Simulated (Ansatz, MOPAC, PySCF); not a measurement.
Gas-phase reaction in SMILES: C1CC1 + 3 C (CH4) -> 3 CC (C2H6) [ethane]

Wanted: bond separation energy (enthalpy at 298 K), in kcal/mol. Set-up: no spin-orbit coupling; dispersion terms only where a functional's name holds one; non-relativistic. Ab initio and DFT rows: single points at B3LYP-D3(BJ) geometries (Ansatz, a program for electronic structure), with unscaled harmonic terms from B3LYP/6-31G* (Ansatz) at its own minima. Semi-empirical rows: MOPAC heats of formation at their own minima for 298 K.

| species | coefficient | E at BP86/def2-SVP (PySCF), Eh | E at M06-2X/def2-TZVPD (PySCF), Eh | H(298 K) - E, kcal/mol | heat of formation at PM6 (MOPAC), kcal/mol |
|---|---|---|---|---|---|
| C1CC1 | -1 | -117.80291 | -117.87826 | 53.98 | 11.25 |
| C (CH4) | -3 | -40.48104 | -40.50048 | 30.76 | -12.29 |
| CC (C2H6) | +3 | -79.76158 | -79.80476 | 49.98 | -15.82 |

Measured values: Active Thermochemical Tables 1.112 (ions: stationary electron), as tabulated in the package chemicals; they hold spin-orbit and core effects, anharmonicity.  Value to compare with, the measured value: -19.4 kcal/mol. 1 Eh = 627.5095 kcal/mol.

**Question.** Compute it at each level from the table, and compare with the measured value.

**Answer.** 
- BP86/def2-SVP: the sum of coefficient times E is -0.03871 Eh, or -24.29 kcal/mol; the thermal terms add 3.68. Result: -20.6 kcal/mol. Its error against the measured value is -1.2 kcal/mol.
- M06-2X/def2-TZVPD: the sum of coefficient times E is -0.03458 Eh, or -21.70 kcal/mol; the thermal terms add 3.68. Result: -18.0 kcal/mol. Its error against the measured value is 1.4 kcal/mol.
- PM6: the sum of coefficient times heat of formation is -21.84 kcal/mol; it needs no thermal term. Its error against the measured value is -2.4 kcal/mol.
